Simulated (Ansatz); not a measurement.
Cubic perovskite KTaO₃ was calculated with PBE0 (Ansatz, a first-principles code, PAW).

Run with plane-wave cutoff 500 eV, 6×6×6 k mesh, gaussian smearing 0.02 eV, scalar-relativistic PAW data made under PBE.

Cell (relaxed with r²SCAN):

```cif
data_KO3Ta
_chemical_formula_sum 'K1 Ta1 O3'
_space_group_name_H-M_alt 'Pm-3m'
_space_group_IT_number 221
_space_group_name_Hall '-P 4 2 3'
_cell_length_a 3.99017
_cell_length_b 3.99017
_cell_length_c 3.99017
_cell_angle_alpha 90.000
_cell_angle_beta 90.000
_cell_angle_gamma 90.000
loop_
_atom_site_label
_atom_site_type_symbol
_atom_site_symmetry_multiplicity
_atom_site_Wyckoff_symbol
_atom_site_fract_x
_atom_site_fract_y
_atom_site_fract_z
_atom_site_occupancy
K1 K 1 b 0.50000 0.50000 0.50000 1
Ta1 Ta 1 a 0.00000 0.00000 0.00000 1
O1 O 3 d 0.00000 0.00000 0.50000 1
```

Q: Predict the band gap.

A: 
- band gap = 4.32 eV (on the SCF k mesh)

Measured, for comparison: band gap 3.64 eV (temperature not stated, not corrected to a static lattice, indirect; as tabulated in Himmetoglu and Janotti (2016), arXiv:1601.06205).

Note: cell and atoms aren't relaxed at this level (pressure -0.7 GPa).

Spin–orbit coupling is not included.

Computed values are for the static lattice.

Computing time: about 2.6 core-minutes (a rough figure).
